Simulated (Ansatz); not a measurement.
# MgH (doublet): the correlation ladder at distance Mg1–H2 = 1.947 Å, cc-pVQZ

An exercise on one series of results from a longer session: the logs are not shown, and one member is left open.

Computed with Ansatz 0.2.0, Gaussian basis. Level: cc-pVQZ, core rule «outside noble gas», up to 5 orbitals frozen.

To be run: UHF; CCSD(T) on ROHF; CCSD(T) on UHF; BCCD(T) on ROHF; CCSDT on ROHF; CCSDT on UHF; Full CI.

24 further runs of the same task are left out: 8 for a known fault of the program, 15 that didn't finish, 1 set aside as unsound or not needed. Runs told in other sessions of the task aren't counted.

**The geometry**

The geometry derives from a PBE0/def2-TZVP stationary point (not a proven minimum). One bond is set to the value named and the two fragments are kept rigid.

2 atoms, charge 0, spin multiplicity 2.

Atoms are counted from 1 here; the program's logs count them from 0.

Bond lengths: Mg1–H2 1.947 Å.

Set-up of the first run:

The input, in.yaml:

```yaml
crystal:
  periodic: [false, false, false]
  atoms:
    - {symbol: Mg, position_ang: [0.000000, 0.000000, 0.000000]}
    - {symbol: H, position_ang: [0.000000, 0.000000, 1.947000]}
basis:
  gaussian: {orbitals: cc-pVQZ}
magnetization: {spin_polarized: true, initial_magnetization: 1}
hamiltonian: {xc: hf}
output: {orbitals: {seedname: orbitals}}
```

Launch:

```sh
$ ansatz run in.yaml --threads 1 --pin off --events-out ev --progress --plain --max-ram 2393MiB
```

Among the steps run: UHF; CCSD(T) on ROHF; CCSD(T) on UHF; BCCD(T) on ROHF; CCSDT on ROHF; CCSDT on UHF; Full CI.

One table of the session follows, with a row left open; its other results are not shown here.

It belongs to the step «Misses and costs». 

```
  method  from FCI (kcal/mol)
    ROHF               +28.31
     UHF               +27.16
    RMP2                +7.35
    UMP2                +7.08
   RCCSD                +0.61
   UCCSD                +0.50
RCCSD(T)                    ?
UCCSD(T)                +0.13
 BCCD(T)                +0.16
  RCCSDT                 0.00
  UCCSDT                -0.02
     FCI                    0
```

Estimate the missing values for RCCSD(T).

As computed: from FCI (kcal/mol): +0.17. In the column «from FCI (kcal/mol)» it lies between BCCD(T) (+0.16) and UCCSD (+0.50).

Limits of these values: Levels on UHF freeze UHF's core orbitals, full CI those of ROHF, so the U rows can settle a little off it for that reason alone. Restricted and unrestricted rows rest on different reference determinants; a gap between their highest levels can come from leftover correlation error, from unlike frozen cores or from another state.
